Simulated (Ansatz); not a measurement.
# Antimony, A7 rhombohedral under LDA: testing the plane-wave cutoff

How high must the plane-wave cutoff be for energy and pressure to settle? The geometry was relaxed under LDA beforehand and stays fixed; 9 values are run, from 150 to 800 eV. Wanted are the values from which on the energy stays within 10 and 1 meV/atom, and the pressure within 0.5 GPa, of the last run. Within the series other settings stay, but some runs also write fields, which adds to their time. Spin polarisation is left out.

Computed with Ansatz 0.2.0 (DFT LDA, plane waves with PAW, scalar-relativistic, unless a step says otherwise).

### 1 The starting structure

It takes space group R-3m (No. 166, trigonal). The conventional cell has a = 4.291 Å, b = 4.291 Å, c = 10.976 Å, α = 90.00°, β = 90.00°, γ = 120.00°. Around Sb (site symmetry 3m) lie 6 Sb at 2.91 to 3.27 Å.

Coordinates:

```cif
data_structure
_symmetry_space_group_name_H-M 'P 1'
_symmetry_Int_Tables_number 1
_cell_length_a 4.4187
_cell_length_b 4.4187
_cell_length_c 4.4187
_cell_angle_alpha 58.101
_cell_angle_beta 58.101
_cell_angle_gamma 58.101
_cell_volume 58.35
loop_
_atom_site_label
_atom_site_type_symbol
_atom_site_fract_x
_atom_site_fract_y
_atom_site_fract_z
_atom_site_occupancy
Sb1 Sb 0.23594 0.23594 0.23594 1
Sb2 Sb 0.76406 0.76406 0.76406 1
```

### 2 The usual settings first

input.yaml

```yaml
crystal:
  lattice:
    - [2.1456002536, 1.238762884, 3.6587425366]
    - [-2.1456002536, 1.238762884, 3.6587425366]
    - [0.0, -2.477525768, 3.6587425366]
  atoms:
    - { symbol: Sb, position: [0.2359371474, 0.2359371474, 0.2359371474] }
    - { symbol: Sb, position: [0.7640628526, 0.7640628526, 0.7640628526] }
hamiltonian:
  xc: lda
  pseudopotentials:
    kind: paw
    azcp:
      Sb: "pseudopotentials/Sb.paw.azcp"
basis:
  ecutwfc: 420
  fft_grid_basis: typed
kpoints:
  mp_grid: { grid: [15, 15, 15], shift: [0, 0, 0] }
magnetization:
  spin_polarized: false
scf:
  occupations: { method: fermi_dirac, width: 0.1 }
  lower_state_search: "off"
output:
  stress: true
```

Launch:

```
ansatz run input.yaml --threads 2 --pin off --max-ram 5120MiB --backend cpu --events-out ev --progress --plain --runs-dir out
```

### 3 Run at 150 eV

The run at 150 eV.

Edit input.yaml of step 2 so:

```diff
@@ -15,6 +15,6 @@
 basis:
-  ecutwfc: 420
+  ecutwfc: 150
   fft_grid_basis: typed
 kpoints:
-  mp_grid: { grid: [15, 15, 15], shift: [0, 0, 0] }
+  mp_grid: { grid: [9, 9, 9], shift: [0, 0, 0] }
 magnetization:
@@ -26 +26,5 @@
   stress: true
+  write_density: true
+  write_potential: true
+  elf: true
+  volumetric_format: npy
```

### 4 Run at 200 eV

The run at 200 eV.

Edit input.yaml of step 3 so:

```diff
@@ -15,3 +15,3 @@
 basis:
-  ecutwfc: 150
+  ecutwfc: 200
   fft_grid_basis: typed
@@ -26,5 +26 @@
   stress: true
-  write_density: true
-  write_potential: true
-  elf: true
-  volumetric_format: npy
```

### 5 Run at 250 eV

The run at 250 eV.

Edit input.yaml of step 4 so:

```diff
@@ -15,3 +15,3 @@
 basis:
-  ecutwfc: 200
+  ecutwfc: 250
   fft_grid_basis: typed
```

### 6 Run at 300 eV

The run at 300 eV.

Edit input.yaml of step 5 so:

```diff
@@ -15,3 +15,3 @@
 basis:
-  ecutwfc: 250
+  ecutwfc: 300
   fft_grid_basis: typed
```

### 7 Run at 350 eV

The run at 350 eV.

Edit input.yaml of step 6 so:

```diff
@@ -15,3 +15,3 @@
 basis:
-  ecutwfc: 300
+  ecutwfc: 350
   fft_grid_basis: typed
@@ -26 +26,5 @@
   stress: true
+  write_density: true
+  write_potential: true
+  elf: true
+  volumetric_format: npy
```

### 8 Run at 420 eV

The run at 420 eV.

Edit input.yaml of step 7 so:

```diff
@@ -15,3 +15,3 @@
 basis:
-  ecutwfc: 350
+  ecutwfc: 420
   fft_grid_basis: typed
@@ -26,5 +26 @@
   stress: true
-  write_density: true
-  write_potential: true
-  elf: true
-  volumetric_format: npy
```

### 9 Run at 500 eV

The run at 500 eV.

Edit input.yaml of step 8 so:

```diff
@@ -15,3 +15,3 @@
 basis:
-  ecutwfc: 420
+  ecutwfc: 500
   fft_grid_basis: typed
```

### 10 Run at 600 eV

The run at 600 eV.

Edit input.yaml of step 9 so:

```diff
@@ -15,3 +15,3 @@
 basis:
-  ecutwfc: 500
+  ecutwfc: 600
   fft_grid_basis: typed
@@ -26 +26,5 @@
   stress: true
+  write_density: true
+  write_potential: true
+  elf: true
+  volumetric_format: npy
```

### 11 Run at 800 eV

The run at 800 eV.

Edit input.yaml of step 10 so:

```diff
@@ -15,3 +15,3 @@
 basis:
-  ecutwfc: 600
+  ecutwfc: 800
   fft_grid_basis: typed
@@ -26,5 +26 @@
   stress: true
-  write_density: true
-  write_potential: true
-  elf: true
-  volumetric_format: npy
```

(Steps that only read results are left out.)

**Question.** What will these runs give?

**Answer**, as computed:

```
                                                                   quantity                                 value
                                E(σ → 0) stays within 10 meV/atom of 800 eV                        from 350 eV on
                                           E(σ → 0) stays within 1 meV/atom                        from 500 eV on
                                              pressure stays within 0.5 GPa                        from 250 eV on
                                                         pressure at 800 eV                              0.00 GPa
                                            CPU time, dearest over cheapest                                   5.3
run at the usual settings (mesh 15×15×15 against the series' 9×9×9, 420 eV)  +4.9 meV/atom from 800 eV, -0.01 GPa
```

In words: At 150 eV the energy differs by +78672 meV/atom and the pressure by -41.4 GPa. The energy falls at each step up in cutoff, as the variational principle asks. Total energies within 1 meV/atom need 500 eV; differences between like structures often settle sooner. The cell taken over is 3 % smaller than the measured one (30.20 Å³/atom, COD).
